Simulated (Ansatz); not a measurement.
Two isomers of C3H3ClO: A = `C=C=C(O)Cl`, B = `CC(Cl)=C=O`.

Isolated molecules relaxed with PBE0-D4/def2-TZVP in Ansatz; ΔE leaves out vibrations. CBS: MP2 limit from def2 TZ/QZ plus the TZ coupled-cluster correction, frozen cores. DFT in def2-TZVPP. B3LYP here is the variant with VWN-RPA as its local correlation; programs differ in this. Each species was taken in one conformer, which may not be the lowest.

A:

```xyz
8

C    -0.039   -0.028   -1.726
C     0.019   -0.039   -0.429
C     0.066   -0.096    0.870
O    -0.832    0.484    1.694
Cl    1.307   -1.016    1.671
H     0.507    0.704   -2.315
H    -0.641   -0.750   -2.273
H    -0.387    0.741    2.508
```

B:

```xyz
8

C    -0.3675    0.9108    0.1514
C     0.0796   -0.4146   -0.3604
Cl   -0.2266   -0.8354   -2.0133
C     0.7049   -1.3150    0.3607
O     1.2569   -2.1044    1.0055
H    -1.4520    1.0152    0.0601
H    -0.1013    1.0216    1.2043
H     0.1060    1.7217   -0.4084
```

Which isomer does CCSD(T)/CBS put lower? Give the gap. (Best estimate.)

Ansatz gave: B, by 81.8 kJ/mol.

Give E(B) − E(A) in kJ/mol with LDA (SPW92), PBE0-D4, BLYP-D4, CCSD/def2-TZVPP, B3LYP-D4, PBE-D4, CCSD(T)/def2-TZVPP. (Best estimate.)

Ansatz gave: LDA (SPW92) -74.2, PBE0-D4 -87.7, BLYP-D4 -84.2, CCSD/def2-TZVPP -86.5, B3LYP-D4 -85.2, PBE-D4 -85.6, CCSD(T)/def2-TZVPP -85.9. None reverses the order clearly.

Does the order hold for the free energy at 298.15 K (harmonic terms from PBE0-D4)? (Estimate.)

Ansatz gave: Yes: G(B) − G(A) = -79.8 kJ/mol, for one conformer each.

Largest T1 diagnostic: 0.014.

Leaving LDA and LC-ωPBE aside and taking each functional with its dispersion term where it has one, the values, not all of them listed here, spread over 9.8 kJ/mol, from PBE-QIDH to BLYP-D4. LDA lies +11.0 kJ/mol from PBE without D4. At CCSD(T), def2-SVP lies −18.5 kJ/mol from the extrapolated value and def2-TZVPP −4.1 kJ/mol.
